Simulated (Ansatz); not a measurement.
The input, for Ansatz 0.2.0:

```yaml
crystal:
  periodic: [false, false, false]
  atoms:
    - {symbol: F, position_ang: [0.046705, 0.470913, 1.208966]}
    - {symbol: P, position_ang: [-0.098795, -0.546595, 0.000000]}
    - {symbol: F, position_ang: [0.046705, 0.470913, -1.208966]}
    - {symbol: H, position_ang: [1.275275, -0.955519, 0.000000]}
basis:
  gaussian: {orbitals: cc-pVDZ}
magnetization: {spin_polarized: false}
correlation: {method: bccd_t, electrons: outside_noble_gas}
scf: {lower_state_search: full}
output: {forces: true}
```

```sh
$ ansatz run in.yaml --threads 1 --pin off --events-out ev --progress --plain --max-ram 2393MiB
```

Log:

```
494 factors; integrals over basis functions are off by at most 1.1e-3 eV
mean field evaluation 1: about -14698.7275 eV, gradient 3.0e1 eV
mean field evaluation 2: about -14698.7698 eV, gradient 3.0e1 eV
mean field evaluation 4: about -14700.4218 eV, gradient 2.0e0 eV
mean field evaluation 8: about -14700.4399 eV, gradient 1.1e-1 eV
mean field evaluation 16: about -14699.9319 eV, gradient 1.7e1 eV
mean field -14700.44004091 eV, -540.2312071872 hartree, gradient 1.5e-6 eV, S^2 0.000000; 0 other end points of the search recorded, 0 dependent functions left out
7 core orbitals not correlated: weight in the atoms' cores, before any rotation towards them, 1.000 or more for the frozen orbitals, at most 0.000 for the correlated occupied ones
reference -14700.44004091 eV, -540.2312071872 hartree; 10, 10 occupied and 34, 34 virtual orbitals, 494 factors
second order -13.25213502 eV of doubles, -0.00000000 eV of singles
cycle   1  -13.35851576 eV  change   -1.1e-1 eV  update   8.7e-2
cycle   2  -13.66327637 eV  change   -3.0e-1 eV  update   2.9e-2
cycle   3  -13.75089165 eV  change   -8.8e-2 eV  update   1.5e-2
cycle   4  -13.73838363 eV  change    1.3e-2 eV  update   3.3e-3
cycle   5  -13.73552338 eV  change    2.9e-3 eV  update   1.3e-3
cycle   6  -13.73590833 eV  change   -3.8e-4 eV  update   3.6e-4
cycle   7  -13.73564053 eV  change    2.7e-4 eV  update   1.2e-4
cycle   8  -13.73557266 eV  change    6.8e-5 eV  update   3.3e-5
cycle   9  -13.73559303 eV  change   -2.0e-5 eV  update   1.3e-5
cycle  10  -13.73559430 eV  change   -1.3e-6 eV  update   3.8e-6
perturbative correction -0.29092735 eV, -0.0106913829 hartree
the calculation of the forces begins
Total energy: -14714.46656255 eV, -540.7466723502 hartree
Atom 0 at     0.046705     0.470913     1.208966 Å, force     0.126003     1.233891     1.523880 eV/Å
Atom 1 at    -0.098795    -0.546595     0.000000 Å, force    -0.394961    -2.350539    -0.000000 eV/Å
Atom 2 at     0.046705     0.470913    -1.208966 Å, force     0.126003     1.233891    -1.523880 eV/Å
Atom 3 at     1.275275    -0.955519     0.000000 Å, force     0.142956    -0.117242     0.000000 eV/Å
Dipole moment:     0.046320    -0.301500     0.000000 e Å
```

Forces (eV/Å):
```
F    0.126  1.234  1.524
P   -0.395 -2.351  0.000
F    0.126  1.234 -1.524
H    0.143 -0.117  0.000
```

Ran on 1 thread of Arm Neoverse V2, shared host: 2.7 s wall, 0.15 GiB peak host memory.
